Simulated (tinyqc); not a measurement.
Extended Hueckel theory, for CH4, step by step. One step of it, computed by the program tinyqc.

Problem. Mulliken analysis. P = C n C^T; charge = valence electrons (C 4, H 1) minus the sum of (P S)_ii on the atom; overlap population = 2 sum P_ij S_ij between two atoms.

coefficients:
```
             MO1        MO2        MO3        MO4        MO5        MO6        MO7        MO8
1C 2s   0.628570   0.000000   0.000000   0.000000   0.000000   0.000000   0.000000   1.759382
1C 2px  0.000000   0.463300   0.038526  -0.287540  -0.221446   0.274735   1.126993   0.000000
1C 2py  0.000000  -0.276540   0.222408  -0.415777   0.422832   1.087525  -0.182030   0.000000
1C 2pz  0.000000   0.087687   0.497856   0.207991   1.080188  -0.369381   0.302296   0.000000
2H 1s   0.167719   0.153347   0.423974  -0.276763  -0.698793  -0.541379  -0.680083  -0.744194
3H 1s   0.167719   0.364390  -0.380921  -0.044563   0.940286   0.241774  -0.548930  -0.744194
4H 1s   0.167719  -0.462380  -0.175433  -0.187868   0.237685  -0.644593   0.878591  -0.744194
5H 1s   0.167719  -0.055357   0.132380   0.509193  -0.479178   0.944198   0.350422  -0.744194
```

occupations: 2.000000  2.000000  2.000000  2.000000  0.000000  0.000000  0.000000  0.000000

overlap S, lower triangle:
```
           1C 2s     1C 2px     1C 2py     1C 2pz     2H 1s     3H 1s     4H 1s     5H 1s
1C 2s   1.000000
1C 2px  0.000000   1.000000
1C 2py  0.000000   0.000000   1.000000
1C 2pz  0.000000   0.000000   0.000000   1.000000
2H 1s   0.517179   0.292108   0.292108   0.292108  1.000000
3H 1s   0.517179   0.292108  -0.292108  -0.292108  0.166495  1.000000
4H 1s   0.517179  -0.292108   0.292108  -0.292108  0.166495  0.166495  1.000000
5H 1s   0.517179  -0.292108  -0.292108   0.292108  0.166495  0.166495  0.166495  1.000000
```

Give: charges; Overlap populations.

Solution.

charges: 1C -0.190, 2H 0.047, 3H 0.047, 4H 0.047, 5H 0.047

Overlap populations:
```
pair      value
2-1    0.803335
3-1    0.803335
3-2   -0.043395
4-1    0.803335
4-2   -0.043395
4-3   -0.043395
5-1    0.803335
5-2   -0.043395
5-3   -0.043395
5-4   -0.043395
```
